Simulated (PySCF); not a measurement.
**Field gradients at the hydrogen positions**

Species: C5H6.
Structure used (PBE0-D3(BJ)/def2-SVP), in Å, numbered top down from 1:
```xyz
11
C5H6 angstrom
C      2.406   -0.839   -0.026
C      1.559    0.031   -0.062
C      0.589    1.072   -0.109
C     -0.737    0.889    0.031
C     -1.420   -0.412    0.257
H      3.153   -1.609    0.006
H      0.973    2.085   -0.271
H     -1.373    1.780   -0.027
H     -0.704   -1.245    0.302
H     -1.996   -0.394    1.197
H     -2.146   -0.618   -0.548
```

Level: PBE0/pcSseg-1 (PySCF, non-relativistic); Q(2H) = 0.00286 b; rigid geometry, the same for H and D, with no vibrational averaging.

Question: Rank these positions by the coupling χzz of a deuteron there, largest first.
A. H6 (alkyne hydrogen)
B. H9 (methyl hydrogen)
C. H7 (vinylic hydrogen)

Answer: A (232 kHz), C (202 kHz), B (194 kHz).

Tabulate Vzz, the asymmetry η and χzz = 234.96 MHz × Q × Vzz for every hydrogen position.

```json
{"atom": "H6", "bonded to": "C1", "bond length (Å)": "1.074", "Vzz (au)": "0.3448", "η": "0.00", "χzz (kHz)": "232"}
{"atom": "H7", "bonded to": "C3", "bond length (Å)": "1.095", "Vzz (au)": "0.3001", "η": "0.09", "χzz (kHz)": "202"}
{"atom": "H8", "bonded to": "C4", "bond length (Å)": "1.096", "Vzz (au)": "0.2981", "η": "0.06", "χzz (kHz)": "200"}
{"atom": "H9", "bonded to": "C5", "bond length (Å)": "1.099", "Vzz (au)": "0.2888", "η": "0.04", "χzz (kHz)": "194"}
{"atom": "H10", "bonded to": "C5", "bond length (Å)": "1.103", "Vzz (au)": "0.2885", "η": "0.03", "χzz (kHz)": "194"}
{"atom": "H11", "bonded to": "C5", "bond length (Å)": "1.103", "Vzz (au)": "0.2885", "η": "0.03", "χzz (kHz)": "194"}
```

How does χzz go with the bond length over the 6 C–H bonds?

A straight-line fit has a slope of -13.4 kHz for each 0.01 Å, with a correlation coefficient of -0.99, over lengths from 1.074 to 1.103 Å. The longer bonds have the smaller couplings here.

Geometry: PBE0-D3(BJ)/def2-SVP; no solvent, vibrations or thermal averaging. The small basis limits the accuracy of the gradients.
